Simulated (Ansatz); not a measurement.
A nudged elastic band was laid between two geometries of C2HLi (4 atoms, charge 0, multiplicity 1).

Method: UKS revPBE-D4/def2-SVP in Ansatz 0.2.0.

```
movable images  : 9
climbing image  : yes
spring          : 5.0 eV/Å²
optimiser       : quadratic models (default)
start path      : through a guess of the saddle point
force threshold : 0.05 eV/Å
iteration limit : 60
end points      : relaxed
```

Initial state:

```xyz
4
Properties=species:S:1:pos:R:3
Li -2.208 0.447 -0.467
C -0.389 0.069 -0.089
C 0.806 -0.180 0.160
H 1.847 -0.396 0.375
```

Final state:

```xyz
4
Properties=species:S:1:pos:R:3
Li -1.794 0.339 -0.660
C -0.074 0.016 0.143
C 0.946 -0.151 0.920
H 0.978 -0.265 -0.423
```

**Question.** What changes between the two ends?

**Answer.** Bonds formed: C2–H4.

**Question.** Give the energies along the band, and the barrier.

**Answer.** The forces met the threshold. The highest image is number 9 of 0 to 10, 1.60 eV above the first end and 0.03 eV above the last; the last end lies 1.57 eV above the first. A vibrational analysis at the climbing image gives one clearly imaginary mode, 769i cm⁻¹: a first-order saddle point.

| image | path coordinate (Å) | energy (eV) | C2–H4 (Å) |
| --- | --- | --- | --- |
| 0 | 0.00 | 0.00 | 2.33 |
| 1 | 0.20 | 0.01 | 2.33 |
| 2 | 0.41 | 0.05 | 2.33 |
| 3 | 0.61 | 0.10 | 2.33 |
| 4 | 0.81 | 0.18 | 2.31 |
| 5 | 1.01 | 0.42 | 2.22 |
| 6 | 1.22 | 0.76 | 2.06 |
| 7 | 1.42 | 1.15 | 1.86 |
| 8 | 1.62 | 1.47 | 1.65 |
| 9 | 1.83 | 1.60 | 1.42 |
| 10 | 2.04 | 1.57 | 1.23 |

**Question.** What is the geometry of the highest image?

**Answer.** 
```xyz
4
Properties=species:S:1:pos:R:3
Li -1.854 0.345 -0.671
C -0.149 0.047 0.182
C 0.946 -0.151 0.828
H 1.113 -0.302 -0.360
```

**Question.** What are the harmonic wavenumbers there?

**Answer.** 769i, 147, 219, 620, 1831, 2491 cm⁻¹.

The band took 11 iterations and roughly 120 core-seconds.

Run time: 120 s on 1 thread of Arm Neoverse V2, on a shared host, peak memory 0.1 GiB.
